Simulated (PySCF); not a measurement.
## SF2, singlet: structure and spectrum

These are results of PBE0/[S def2-TZVP, F def2-TZVP], no relativity, density fitting, PySCF, not measurements.

The structure is a minimum.

```xyz
3
charge 0 multiplicity 1, angstrom
S     0.5629    0.0000    0.0000
F    -0.4741    0.0000    1.2059
F    -0.4741    0.0000   -1.2059
```

- Point group: C2v
- Bond lengths: S–F 1.590 Å (×2)
- Bond angles: F–S–F 98.6°
- Entropy at 298.15 K and 1 bar: 257.6 J/(mol K)
- Principal polarisabilities: 14.1, 19.0, 22.2 bohr³
- Highest occupied level: -7.18 eV
- Rotational symmetry number: 2
- Rotational constants: 0.9029, 0.3051, 0.228 cm⁻¹
- Enthalpy at 298.15 K above 0 K: 11.20 kJ/mol
- Principal quadrupole moments (Buckingham, traceless) about the centre of mass: -1.32, -0.43, 1.76 D Å
- Atomisation energy without zero-point energy: 722 kJ/mol
- Zero-point energy: 12.3 kJ/mol
- Dipole moment: 1.07 D
- Lowest empty level: -1.66 eV
- Heat capacity Cp at 298.15 K: 44.6 J/(mol K)

Harmonic modes (masses in u: S 31.972, F 18.998):
| symmetry | ω (cm⁻¹) | IR (km/mol) | type |
| --- | --- | --- | --- |
| a1 | 354 | 4.1 | bend |
| b2 | 835 | 153 | stretch |
| a1 | 862 | 80.4 | stretch |

In C2v the vibrations span 2a1 + b2. Here b1 is antisymmetric to the molecular plane and b2 lies in it.

Charges (e):
| atom | Mulliken | Löwdin | polar tensor | Mayer order to S1 |
| --- | --- | --- | --- | --- |
| S1 | 0.39 | 0.28 | 0.94 | – |
| F2,3 | -0.19 | -0.14 | -0.47 | 1.02 |

Mulliken populations on S1: s 5.92, p 9.32, d 0.31, f 0.06.

Counting electrons, sulfur keeps 4 of its valence electrons outside its bonds, so the VSEPR class is AX2E2 and the expected shape is bent (C2v), as computed.

The final relaxation and frequency run took 12 s on 2 threads of a shared Arm Neoverse V2 host, with 99 basis functions and 10 gradients; the process peaked at 0.9 GiB. Launch command: `OMP_NUM_THREADS=2 python axn.py task.json out`.
